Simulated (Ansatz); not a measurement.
# Molecular dynamics of AlClFH3

The input (input.yaml):

```yaml
crystal:
  periodic: [false, false, false]
  atoms:
    - { symbol: Al, position_ang: [0.063848, -0.457459, -0.172329] }
    - { symbol: Cl, position_ang: [-0.04072, 0.058557, 2.376114] }
    - { symbol: H, position_ang: [1.376222, 0.255485, -0.706894] }
    - { symbol: F, position_ang: [-1.447083, 0.039246, -0.740573] }
    - { symbol: H, position_ang: [0.085751, -1.959904, 0.477162] }
    - { symbol: H, position_ang: [-0.006618, -1.201526, 1.866518] }
basis:
  gaussian: { orbitals: def2-SVP }
hamiltonian:
  xc: revpbe
  dispersion: d4
md:
  timestep: 0.5
  n_steps: 200
  ensemble: nve
  temperature: 100.0
  initial_velocities: maxwell_boltzmann
  seed: 5656
```

Launched with:

```bash
$ ansatz run input.yaml --threads 1 --pin off --max-ram 2048MiB --backend cpu --events-out ev --progress --plain --runs-dir out
```

It starts at the highest image of a converged band, a first-order saddle point between two minima.

Output, in part (one step line in 3, the closing report, with atoms numbered from 0):

```
md step     0: t =     0.00 fs  T =   100.0 K  F+E_penalty+E_count = -21874.28605534 eV  E_kin = 0.051704 eV  conserved = -21874.23435134 eV  (24 SCF iters)
md step     3: t =     1.50 fs  T =    87.7 K  F+E_penalty+E_count = -21874.27968086 eV  E_kin = 0.045368 eV  conserved = -21874.23431257 eV  (27 SCF iters)
md step     6: t =     3.00 fs  T =    60.1 K  F+E_penalty+E_count = -21874.26529301 eV  E_kin = 0.031079 eV  conserved = -21874.23421374 eV  (21 SCF iters)
md step     9: t =     4.50 fs  T =    41.7 K  F+E_penalty+E_count = -21874.25574079 eV  E_kin = 0.021570 eV  conserved = -21874.23417048 eV  (21 SCF iters)
md step    12: t =     6.00 fs  T =    43.4 K  F+E_penalty+E_count = -21874.25664413 eV  E_kin = 0.022415 eV  conserved = -21874.23422902 eV  (21 SCF iters)
md step    15: t =     7.50 fs  T =    51.0 K  F+E_penalty+E_count = -21874.26064608 eV  E_kin = 0.026345 eV  conserved = -21874.23430073 eV  (28 SCF iters)
md step    18: t =     9.00 fs  T =    46.4 K  F+E_penalty+E_count = -21874.25829588 eV  E_kin = 0.023996 eV  conserved = -21874.23430004 eV  (28 SCF iters)
md step    21: t =    10.50 fs  T =    29.0 K  F+E_penalty+E_count = -21874.24922969 eV  E_kin = 0.014990 eV  conserved = -21874.23423996 eV  (21 SCF iters)
md step    24: t =    12.00 fs  T =    13.4 K  F+E_penalty+E_count = -21874.24111211 eV  E_kin = 0.006928 eV  conserved = -21874.23418448 eV  (18 SCF iters)
md step    27: t =    13.50 fs  T =    13.8 K  F+E_penalty+E_count = -21874.24131787 eV  E_kin = 0.007138 eV  conserved = -21874.23417962 eV  (21 SCF iters)
md step    30: t =    15.00 fs  T =    31.5 K  F+E_penalty+E_count = -21874.25051746 eV  E_kin = 0.016290 eV  conserved = -21874.23422738 eV  (21 SCF iters)
md step    33: t =    16.50 fs  T =    54.3 K  F+E_penalty+E_count = -21874.26236673 eV  E_kin = 0.028079 eV  conserved = -21874.23428815 eV  (28 SCF iters)
md step    36: t =    18.00 fs  T =    67.1 K  F+E_penalty+E_count = -21874.26900482 eV  E_kin = 0.034698 eV  conserved = -21874.23430679 eV  (28 SCF iters)
md step    39: t =    19.50 fs  T =    65.7 K  F+E_penalty+E_count = -21874.26821258 eV  E_kin = 0.033944 eV  conserved = -21874.23426832 eV  (28 SCF iters)
md step    42: t =    21.00 fs  T =    59.7 K  F+E_penalty+E_count = -21874.26509651 eV  E_kin = 0.030872 eV  conserved = -21874.23422463 eV  (21 SCF iters)
md step    45: t =    22.50 fs  T =    60.2 K  F+E_penalty+E_count = -21874.26534404 eV  E_kin = 0.031113 eV  conserved = -21874.23423116 eV  (21 SCF iters)
md step    48: t =    24.00 fs  T =    65.9 K  F+E_penalty+E_count = -21874.26832275 eV  E_kin = 0.034054 eV  conserved = -21874.23426916 eV  (28 SCF iters)
md step    51: t =    25.50 fs  T =    67.4 K  F+E_penalty+E_count = -21874.26914188 eV  E_kin = 0.034854 eV  conserved = -21874.23428791 eV  (28 SCF iters)
md step    54: t =    27.00 fs  T =    59.7 K  F+E_penalty+E_count = -21874.26512147 eV  E_kin = 0.030849 eV  conserved = -21874.23427272 eV  (21 SCF iters)
md step    57: t =    28.50 fs  T =    46.1 K  F+E_penalty+E_count = -21874.25807444 eV  E_kin = 0.023834 eV  conserved = -21874.23424053 eV  (21 SCF iters)
md step    60: t =    30.00 fs  T =    35.0 K  F+E_penalty+E_count = -21874.25228626 eV  E_kin = 0.018073 eV  conserved = -21874.23421299 eV  (21 SCF iters)
md step    63: t =    31.50 fs  T =    33.3 K  F+E_penalty+E_count = -21874.25142509 eV  E_kin = 0.017215 eV  conserved = -21874.23420990 eV  (25 SCF iters)
md step    66: t =    33.00 fs  T =    41.7 K  F+E_penalty+E_count = -21874.25580571 eV  E_kin = 0.021567 eV  conserved = -21874.23423872 eV  (21 SCF iters)
md step    69: t =    34.50 fs  T =    52.8 K  F+E_penalty+E_count = -21874.26159754 eV  E_kin = 0.027322 eV  conserved = -21874.23427582 eV  (21 SCF iters)
md step    72: t =    36.00 fs  T =    57.8 K  F+E_penalty+E_count = -21874.26413789 eV  E_kin = 0.029860 eV  conserved = -21874.23427793 eV  (28 SCF iters)
md step    75: t =    37.50 fs  T =    56.1 K  F+E_penalty+E_count = -21874.26327428 eV  E_kin = 0.029030 eV  conserved = -21874.23424405 eV  (28 SCF iters)
md step    78: t =    39.00 fs  T =    56.1 K  F+E_penalty+E_count = -21874.26325109 eV  E_kin = 0.029022 eV  conserved = -21874.23422923 eV  (21 SCF iters)
md step    81: t =    40.50 fs  T =    61.3 K  F+E_penalty+E_count = -21874.26594922 eV  E_kin = 0.031692 eV  conserved = -21874.23425735 eV  (22 SCF iters)
md step    84: t =    42.00 fs  T =    65.0 K  F+E_penalty+E_count = -21874.26791036 eV  E_kin = 0.033626 eV  conserved = -21874.23428477 eV  (25 SCF iters)
md step    87: t =    43.50 fs  T =    60.3 K  F+E_penalty+E_count = -21874.26547144 eV  E_kin = 0.031195 eV  conserved = -21874.23427693 eV  (28 SCF iters)
md step    90: t =    45.00 fs  T =    48.7 K  F+E_penalty+E_count = -21874.25944181 eV  E_kin = 0.025199 eV  conserved = -21874.23424256 eV  (21 SCF iters)
md step    93: t =    46.50 fs  T =    38.8 K  F+E_penalty+E_count = -21874.25429147 eV  E_kin = 0.020080 eV  conserved = -21874.23421151 eV  (21 SCF iters)
md step    96: t =    48.00 fs  T =    38.4 K  F+E_penalty+E_count = -21874.25405989 eV  E_kin = 0.019846 eV  conserved = -21874.23421393 eV  (21 SCF iters)
md step    99: t =    49.50 fs  T =    46.5 K  F+E_penalty+E_count = -21874.25828379 eV  E_kin = 0.024033 eV  conserved = -21874.23425030 eV  (21 SCF iters)
md step   102: t =    51.00 fs  T =    53.9 K  F+E_penalty+E_count = -21874.26217417 eV  E_kin = 0.027893 eV  conserved = -21874.23428070 eV  (28 SCF iters)
md step   105: t =    52.50 fs  T =    53.5 K  F+E_penalty+E_count = -21874.26192281 eV  E_kin = 0.027657 eV  conserved = -21874.23426626 eV  (25 SCF iters)
md step   108: t =    54.00 fs  T =    49.2 K  F+E_penalty+E_count = -21874.25964549 eV  E_kin = 0.025428 eV  conserved = -21874.23421724 eV  (21 SCF iters)
md step   111: t =    55.50 fs  T =    53.2 K  F+E_penalty+E_count = -21874.26168121 eV  E_kin = 0.027483 eV  conserved = -21874.23419849 eV  (22 SCF iters)
md step   114: t =    57.00 fs  T =    69.5 K  F+E_penalty+E_count = -21874.27018393 eV  E_kin = 0.035932 eV  conserved = -21874.23425164 eV  (28 SCF iters)
md step   117: t =    58.50 fs  T =    85.3 K  F+E_penalty+E_count = -21874.27843530 eV  E_kin = 0.044123 eV  conserved = -21874.23431243 eV  (27 SCF iters)
md step   120: t =    60.00 fs  T =    86.1 K  F+E_penalty+E_count = -21874.27883380 eV  E_kin = 0.044533 eV  conserved = -21874.23430055 eV  (28 SCF iters)
md step   123: t =    61.50 fs  T =    74.3 K  F+E_penalty+E_count = -21874.27265451 eV  E_kin = 0.038408 eV  conserved = -21874.23424632 eV  (27 SCF iters)
md step   126: t =    63.00 fs  T =    62.8 K  F+E_penalty+E_count = -21874.26668971 eV  E_kin = 0.032469 eV  conserved = -21874.23422096 eV  (28 SCF iters)
md step   129: t =    64.50 fs  T =    58.8 K  F+E_penalty+E_count = -21874.26461310 eV  E_kin = 0.030387 eV  conserved = -21874.23422567 eV  (28 SCF iters)
md step   132: t =    66.00 fs  T =    61.5 K  F+E_penalty+E_count = -21874.26604609 eV  E_kin = 0.031806 eV  conserved = -21874.23423977 eV  (28 SCF iters)
md step   135: t =    67.50 fs  T =    67.0 K  F+E_penalty+E_count = -21874.26889297 eV  E_kin = 0.034627 eV  conserved = -21874.23426579 eV  (28 SCF iters)
md step   138: t =    69.00 fs  T =    68.2 K  F+E_penalty+E_count = -21874.26956741 eV  E_kin = 0.035277 eV  conserved = -21874.23429014 eV  (28 SCF iters)
md step   141: t =    70.50 fs  T =    59.9 K  F+E_penalty+E_count = -21874.26525061 eV  E_kin = 0.030983 eV  conserved = -21874.23426806 eV  (28 SCF iters)
md step   144: t =    72.00 fs  T =    48.7 K  F+E_penalty+E_count = -21874.25939363 eV  E_kin = 0.025198 eV  conserved = -21874.23419566 eV  (28 SCF iters)
md step   147: t =    73.50 fs  T =    52.6 K  F+E_penalty+E_count = -21874.26136057 eV  E_kin = 0.027194 eV  conserved = -21874.23416699 eV  (21 SCF iters)
md step   150: t =    75.00 fs  T =    77.6 K  F+E_penalty+E_count = -21874.27438561 eV  E_kin = 0.040136 eV  conserved = -21874.23424932 eV  (27 SCF iters)
md step   153: t =    76.50 fs  T =   103.8 K  F+E_penalty+E_count = -21874.28798716 eV  E_kin = 0.053647 eV  conserved = -21874.23433995 eV  (28 SCF iters)
md step   156: t =    78.00 fs  T =   108.9 K  F+E_penalty+E_count = -21874.29063212 eV  E_kin = 0.056311 eV  conserved = -21874.23432067 eV  (28 SCF iters)
md step   159: t =    79.50 fs  T =    97.2 K  F+E_penalty+E_count = -21874.28447254 eV  E_kin = 0.050240 eV  conserved = -21874.23423295 eV  (28 SCF iters)
md step   162: t =    81.00 fs  T =    89.8 K  F+E_penalty+E_count = -21874.28062587 eV  E_kin = 0.046435 eV  conserved = -21874.23419133 eV  (24 SCF iters)
md step   165: t =    82.50 fs  T =    97.7 K  F+E_penalty+E_count = -21874.28472819 eV  E_kin = 0.050503 eV  conserved = -21874.23422476 eV  (28 SCF iters)
md step   168: t =    84.00 fs  T =   113.1 K  F+E_penalty+E_count = -21874.29277261 eV  E_kin = 0.058502 eV  conserved = -21874.23427095 eV  (28 SCF iters)
md step   171: t =    85.50 fs  T =   124.1 K  F+E_penalty+E_count = -21874.29846312 eV  E_kin = 0.064167 eV  conserved = -21874.23429590 eV  (28 SCF iters)
md step   174: t =    87.00 fs  T =   123.3 K  F+E_penalty+E_count = -21874.29807554 eV  E_kin = 0.063772 eV  conserved = -21874.23430383 eV  (28 SCF iters)
md step   177: t =    88.50 fs  T =   110.1 K  F+E_penalty+E_count = -21874.29116577 eV  E_kin = 0.056907 eV  conserved = -21874.23425857 eV  (28 SCF iters)
md step   180: t =    90.00 fs  T =    96.9 K  F+E_penalty+E_count = -21874.28428953 eV  E_kin = 0.050110 eV  conserved = -21874.23417971 eV  (25 SCF iters)
md step   183: t =    91.50 fs  T =   103.3 K  F+E_penalty+E_count = -21874.28759735 eV  E_kin = 0.053421 eV  conserved = -21874.23417660 eV  (27 SCF iters)
md step   186: t =    93.00 fs  T =   129.6 K  F+E_penalty+E_count = -21874.30130086 eV  E_kin = 0.067028 eV  conserved = -21874.23427326 eV  (27 SCF iters)
md step   189: t =    94.50 fs  T =   152.0 K  F+E_penalty+E_count = -21874.31292300 eV  E_kin = 0.078575 eV  conserved = -21874.23434759 eV  (27 SCF iters)
md step   192: t =    96.00 fs  T =   151.6 K  F+E_penalty+E_count = -21874.31270481 eV  E_kin = 0.078402 eV  conserved = -21874.23430258 eV  (27 SCF iters)
md step   195: t =    97.50 fs  T =   138.4 K  F+E_penalty+E_count = -21874.30576642 eV  E_kin = 0.071553 eV  conserved = -21874.23421335 eV  (26 SCF iters)
md step   198: t =    99.00 fs  T =   133.5 K  F+E_penalty+E_count = -21874.30322191 eV  E_kin = 0.069022 eV  conserved = -21874.23419973 eV  (27 SCF iters)
md step   200: t =   100.00 fs  T =   138.0 K  F+E_penalty+E_count = -21874.30556623 eV  E_kin = 0.071338 eV  conserved = -21874.23422811 eV  (25 SCF iters)
Total energy: -21874.30561310 eV, -803.8659043446 hartree
Atom 0 at     0.070427    -0.499079    -0.237200 Å, force     0.269208     0.866295    -0.436575 eV/Å
Atom 1 at    -0.042797     0.070325     2.410495 Å, force    -0.018340    -0.008035    -0.030773 eV/Å
Atom 2 at     1.322293     0.497085    -0.599774 Å, force    -0.400763    -0.302766     0.150435 eV/Å
Atom 3 at    -1.459667     0.066936    -0.742010 Å, force     0.257208    -0.218518     0.205238 eV/Å
Atom 4 at     0.270836    -2.026217     0.090879 Å, force    -0.094622    -0.334845     0.105955 eV/Å
Atom 5 at    -0.003636    -1.198520     2.700068 Å, force    -0.012691    -0.002131     0.005719 eV/Å
Dipole moment:     0.167150    -0.271883     0.673791 e Å
```

All steps were run. The conserved energy stayed within 0.032 meV per atom of its start (net change 0.02 meV per atom), so the integration is sound. A run of 0.1 ps of so small a system gives no equilibrium averages. The orbitals stay closed-shell, which can raise the energy where a bond breaks towards radicals; this wasn't checked here.

Between its relaxed ends the band would form Al1–H5, Cl2–H6 and break H5–H6. These pairs go: Al1–H5 1.64 → 1.57 Å, Cl2–H6 1.36 → 1.30 Å, H5–H6 1.59 → 2.75 Å. In the last frame they stand as after the step (other bonds may differ from the relaxed reactants and products). It ends as one piece, AlClFH3. Pairs count as bonded within 1.25 times the sum of covalent radii (0.12 Å more for H–H).

Last frame:

```xyz
6
Properties=species:S:1:pos:R:3
Al 0.070 -0.499 -0.237
Cl -0.043 0.070 2.410
H 1.322 0.497 -0.600
F -1.460 0.067 -0.742
H 0.271 -2.026 0.091
H -0.004 -1.198 2.700
```

Time of the run: 4.8 min on 1 thread of Arm Neoverse V1 (shared host), peak memory 0.1 GiB.
